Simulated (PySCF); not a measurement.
B3LYP has the VWN-RPA correlation part, as in Gaussian. Excitations are Tamm–Dancoff values on a coarser integration grid. The basis has no diffuse functions, so Rydberg states are missing or too high.

Cartesian coordinates (Å):
SMILES: CSC
```xyz
9

C      1.3753     0.1155     0.1754
S     -0.0836    -0.0650    -0.8950
C     -1.3782    -0.1178     0.3809
H      1.3275     1.0435     0.7670
H      1.4855    -0.7457     0.8533
H      2.2553     0.1615    -0.4819
H     -1.3996     0.8125     0.9706
H     -1.2416    -0.9767     1.0569
H     -2.3407    -0.2278    -0.1389
```
Charge 0, multiplicity 1.

Task: What is the computed HOMO–LUMO gap, dipole moment and S1 excitation (TDA) (B3LYP-D3(BJ)/def2-TZVP // B3LYP-D3(BJ)/def2-SVP in PySCF 2.14.0)?

Result: 
* **HOMO–LUMO gap**: 6.67 eV
* **dipole moment**: 0.319 e·Å
* **S1 excitation (TDA)**: 5.34 eV
